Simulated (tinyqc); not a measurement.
MP2 on RHF in the sto-3g basis, frozen core, for HF, spin multiplicity 1, step by step. One step of it, computed by the program tinyqc.

Problem. Iteration 1: building the Fock matrix. J_ij = sum D_kl (ij|kl), K_ij = sum D_kl (ik|jl); F = H + J - 0.5 K; E = tr D H + tr D J / 2 - 0.25 tr D K + E_nn.

D at the start, lower triangle:
```
            1F 1s      1F 2s    1F 2px    1F 2py     1F 2pz     2H 1s
1F 1s    2.123418
1F 2s   -0.523616   2.220521
1F 2px   0.000000   0.000000  2.000000
1F 2py   0.000000   0.000000  0.000000  2.000000
1F 2pz  -0.017401   0.096585  0.000000  0.000000   2.089795
2H 1s    0.048480  -0.202310  0.000000  0.000000  -0.228129  0.041499
```

core Hamiltonian H = T + V (hartree), lower triangle:
```
             1F 1s       1F 2s     1F 2px     1F 2py     1F 2pz      2H 1s
1F 1s   -40.467459
1F 2s    -9.494966  -10.945313
1F 2px    0.000000    0.000000  -8.623231
1F 2py    0.000000    0.000000   0.000000  -8.623231
1F 2pz   -0.008851   -0.110027   0.000000   0.000000  -8.681766
2H 1s    -1.022771   -2.430809   0.000000   0.000000  -1.732255  -4.392265
```

Two-electron integrals (ij|kl) in chemists' order, unique and non-zero (hartree):
```
(11|11) 5.403501   (21|11) 0.841920   (21|21) 0.156299   (22|11) 1.268028
(22|21) 0.292344   (22|22) 0.926167   (31|31) 0.027998   (32|31) 0.043169
(32|32) 0.204588   (33|11) 1.264502   (33|21) 0.292403   (33|22) 0.925959
(33|33) 0.997514   (41|41) 0.027998   (42|41) 0.043169   (42|42) 0.204588
(43|43) 0.053770   (44|11) 1.264502   (44|21) 0.292403   (44|22) 0.925959
(44|33) 0.889973   (44|44) 0.997514   (51|51) 0.027998   (52|51) 0.043169
(52|52) 0.204588   (53|53) 0.053770   (54|54) 0.053770   (55|11) 1.264502
(55|21) 0.292403   (55|22) 0.925959   (55|33) 0.889973   (55|44) 0.889973
(55|55) 0.997514   (61|11) 0.090977   (61|21) 0.016760   (61|22) 0.031193
(61|33) 0.031146   (61|44) 0.031146   (61|51) 0.000671   (61|52) 0.001267
(61|55) 0.031294   (61|61) 0.001815   (62|11) 0.249308   (62|21) 0.058332
(62|22) 0.208484   (62|33) 0.205344   (62|44) 0.205344   (62|51) 0.003958
(62|52) 0.031978   (62|55) 0.214556   (62|61) 0.006354   (62|62) 0.059636
(63|31) 0.005875   (63|32) 0.035693   (63|53) 0.006587   (63|63) 0.008522
(64|41) 0.005875   (64|42) 0.035693   (64|54) 0.006587   (64|64) 0.008522
(65|11) 0.177548   (65|21) 0.042049   (65|22) 0.160928   (65|33) 0.154235
(65|44) 0.154235   (65|51) 0.008356   (65|52) 0.058870   (65|55) 0.174128
(65|61) 0.004754   (65|62) 0.056601   (65|65) 0.061907   (66|11) 0.436003
(66|21) 0.103652   (66|22) 0.428355   (66|33) 0.414962   (66|44) 0.414962
(66|51) 0.008062   (66|52) 0.093231   (66|55) 0.454743   (66|61) 0.011337
(66|62) 0.163614   (66|65) 0.181163   (66|66) 0.774606
```

nuclear repulsion = 3.98210276 hartree

Give: Coulomb J; exchange K; Fock matrix F; total energy of this density.

Solution.

Coulomb J (hartree), lower triangle:
```
         1F 1s  1F 2s  1F 2px  1F 2py  1F 2pz  2H 1s
1F 1s   20.953
1F 2s    4.017  9.945
1F 2px   0.000  0.000   9.937
1F 2py   0.000  0.000   0.000   9.937
1F 2pz   0.002  0.002   0.000   0.000   9.935
2H 1s    0.431  2.164   0.000   0.000   1.639  4.281
```

exchange K (hartree), lower triangle:
```
         1F 1s  1F 2s  1F 2px  1F 2py  1F 2pz  2H 1s
1F 1s   11.112
1F 2s    1.948  3.237
1F 2px   0.000  0.000   2.667
1F 2py   0.000  0.000   0.000   2.667
1F 2pz   0.001  0.007   0.000   0.000   2.668
2H 1s    0.222  0.615   0.000   0.000   0.346  0.188
```

Fock matrix F (hartree), lower triangle:
```
          1F 1s   1F 2s  1F 2px  1F 2py  1F 2pz   2H 1s
1F 1s   -25.070
1F 2s    -6.452  -2.619
1F 2px    0.000   0.000  -0.020
1F 2py    0.000   0.000   0.000  -0.020
1F 2pz   -0.007  -0.111   0.000   0.000  -0.081
2H 1s    -0.703  -0.574   0.000   0.000  -0.266  -0.206
```

total energy of this density = -97.88856 hartree
